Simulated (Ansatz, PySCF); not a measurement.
Potential energy curve for LiH, singlet.

- RKS-B3LYP/6-31G* = restricted B3LYP/6-31G*, spherical d run with PySCF
- UCCSD(T) = CCSD(T) on UHF/def2-TZVP, frozen core (Ansatz, a program for electronic structure)
- RMP2/3-21G = restricted MP2 (frozen core)/3-21G in PySCF

Total energies in hartree (comparable only within one method and basis):

| R / Å | RKS-B3LYP/6-31G* | UCCSD(T) | RMP2/3-21G |
|---|---|---|---|
| 1.22 | -8.05108 | -7.98484 | -7.90766 |
| 1.27 | -8.05980 | -7.99312 | -7.91701 |
| 1.36 | -8.07100 | -8.00355 | -7.92928 |
| 1.47 | -8.07869 | -8.01040 | -7.93814 |
| 1.51 | -8.08024 | -8.01167 | -7.94006 |
| 1.55 | -8.08124 | -8.01243 | -7.94141 |
| 1.60 | -8.08183 | -8.01274 | -7.94241 |
| 1.67 | -8.08162 | -8.01221 | -7.94270 |
| 1.69 | -8.08137 | -8.01188 | -7.94258 |
| 1.74 | -8.08044 | -8.01078 | -7.94194 |
| 1.84 | -8.07747 | -8.00762 | -7.93944 |
| 2.01 | -8.07014 | -8.00037 | -7.93261 |
| 2.16 | -8.06231 | -7.99306 | -7.92496 |
| 2.39 | -8.04938 | -7.98157 | -7.91195 |
| 2.61 | -8.03702 | -7.97113 | -7.89919 |
| 2.86 | -8.02376 | -7.96061 | -7.88521 |
| 3.19 | -8.00815 | -7.94958 | -7.86843 |
| 3.52 | -7.99488 | -7.94207 | -7.85401 |
| 3.88 | -7.98292 | -7.93725 | -7.84121 |
| 4.36 | -7.97054 | -7.93426 | -7.82918 |
| 4.72 | -7.96344 | -7.93331 | -7.82416 |
| 5.55 | -7.95232 | -7.93260 | -7.82568 |
| 6.37 | -7.94630 | -7.93250 | -7.84169 |

The restricted form behind RKS-B3LYP/6-31G*, RMP2/3-21G keeps the bonding electrons paired and can't separate into open-shell fragments. The unrestricted determinant behind UCCSD(T) is spin-contaminated at 2.39 to 6.37 Å (<S²> up to 1.0, against 0.00 for a pure singlet). With two correlated electrons CCSD is exact in the basis where it finds the lowest root (UCCSD(T)).
